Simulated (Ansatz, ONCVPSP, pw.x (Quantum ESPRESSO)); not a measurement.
**C (Z = 6): does the ONCV potential hold in the solid?**

```
Element                 : carbon (C)
Generator               : ONCVPSP 4.0.1.1 (patched build)
Type                    : optimised norm-conserving Vanderbilt (ONCV)
Functional              : PBEsol
Relativity              : scalar-relativistic
Frozen core             : [He]
Valence charge          : 4
Reference configuration : 2s1 2p3
Partial waves           : 2s: rc 1.25 bohr, ncon 3, nbas 7, qcut 6.2 1/bohr, 2 projectors, debl 3.3 Ha; 2p: rc 1.50 bohr, ncon 4, nbas 7, qcut 5.7 1/bohr, 3 projectors, debl 2.8 Ha
Local potential         : polynomial inside 1.00 bohr (lpopt 5, dvloc0 4 Ha)
Core correction         : Teter function fitted to the true core (icmod 2), fcfact 0.65
```

Crystal test: fcc C in pw.x 7.5, no spin, 18³ k-points, Fermi–Dirac smearing 0.01 Ry, cutoffs 140/560 Ry. The reference is all-electron LAPW (Ansatz 0.2.0) with the same functional, mesh and smearing; V0 and B0 come from Birch–Murnaghan fits to the pressures at five volumes. Errors are pseudo minus all-electron; Δ is the rms difference of the E(V) curves that follow from these fits, minima aligned, over ±6 % about the mean V0. Mesh and smearing are coarse, so the numbers serve the comparison and aren't converged zero-temperature values; the lattice is a test structure that the element need not adopt.

All-electron: a0 = 3.037 Å (V0 = 7.00 Å³/atom), B0 = 172.8 GPa.

Q: How far does the potential miss the all-electron equation of state?

A: mean pressure error (GPa): +2.90; a0 (Å): 3.054; a0 error (%): +0.58; B0 error (%): -0.6; Δ (meV/atom): 4.6. This is a poor potential for the solid.

```
V (Å³/atom)  P all-electron (GPa)  P pseudo (GPa)
      6.796                  5.38            8.78
      6.975                  0.61            3.73
      7.154                 -3.62           -0.75
      7.333                 -7.38           -4.74
      7.512                -10.73           -8.28
```

Q: At the middle volume, how do free energy and pressure move when the wave cutoff is lowered (ecutrho kept at four times it)?

A:

```
cutoff (Ry)  shift of F (meV/atom)  shift of P (GPa)
         63                  +32.1             -0.58
         84                  +26.2             +0.10
        112                   +8.1             -0.90
```

Input at the middle volume:

```
&control
  calculation='scf', prefix='x', pseudo_dir='./', outdir='./tmp', tstress=.true., disk_io='low'
/
&system
  ibrav=0, nat=1, ntyp=1, ecutwfc=140, ecutrho=560, nbnd=9,
  occupations='smearing', smearing='fd', degauss=0.01
/
&electrons
  conv_thr=1e-09, mixing_beta=0.4, electron_maxstep=70
/
ATOMIC_SPECIES
C 1.0 C.UPF
CELL_PARAMETERS angstrom
  0.00000000 1.52934798 1.52934798
  1.52934798 0.00000000 1.52934798
  1.52934798 1.52934798 0.00000000
ATOMIC_POSITIONS crystal
C 0.0000 0.0000 0.0000
K_POINTS automatic
18 18 18 0 0 0
```

```bash
pw.x < C.scf.in > C.scf.out
```

Lines of the output:

```
Message from routine setup:
     using ibrav=0 with symmetry is DISCOURAGED, use correct ibrav instead
     lattice parameter (alat)  =       4.0871  a.u.
     unit-cell volume          =      48.2776 (a.u.)^3
     number of electrons       =         4.00
     number of Kohn-Sham states=            9
     kinetic-energy cutoff     =     140.0000  Ry
     charge density cutoff     =     560.0000  Ry
     scf convergence threshold =      1.0E-09
     Exchange-correlation= PBESOL
     number of k points=   195  Fermi-Dirac smearing, width (Ry)=  0.0100
     iteration #  1     ecut=   140.00 Ry     beta= 0.40
     total energy              =     -12.05332360 Ry
     estimated scf accuracy    <       0.00157534 Ry
     iteration #  2     ecut=   140.00 Ry     beta= 0.40
     total energy              =     -12.05342072 Ry
     estimated scf accuracy    <       0.00050780 Ry
     iteration #  3     ecut=   140.00 Ry     beta= 0.40
     total energy              =     -12.05344503 Ry
     estimated scf accuracy    <       0.00000819 Ry
     iteration #  4     ecut=   140.00 Ry     beta= 0.40
     total energy              =     -12.05344550 Ry
     estimated scf accuracy    <          5.9E-09 Ry
     iteration #  5     ecut=   140.00 Ry     beta= 0.40
     total energy              =     -12.05344551 Ry
     estimated scf accuracy    <          2.4E-09 Ry
     iteration #  6     ecut=   140.00 Ry     beta= 0.40
     the Fermi energy is    10.8646 ev
!    total energy              =     -12.05344551 Ry
     estimated scf accuracy    <          7.4E-11 Ry
     smearing contrib. (-TS)   =      -0.00169554 Ry
     The total energy is F=E-TS. E is the sum of the following terms:
     one-electron contribution =       4.56808003 Ry
     hartree contribution      =       0.36354455 Ry
     xc contribution           =      -4.29192927 Ry
     ewald contribution        =     -12.69144528 Ry
     convergence has been achieved in   6 iterations
          total   stress  (Ry/bohr**3)                   (kbar)     P=       -7.54
```

The run at the middle volume (195 k-points, 6 iterations) took about 28 s on one core of a shared host (Neoverse-N1, 64 threads, 124 GiB, load 54).
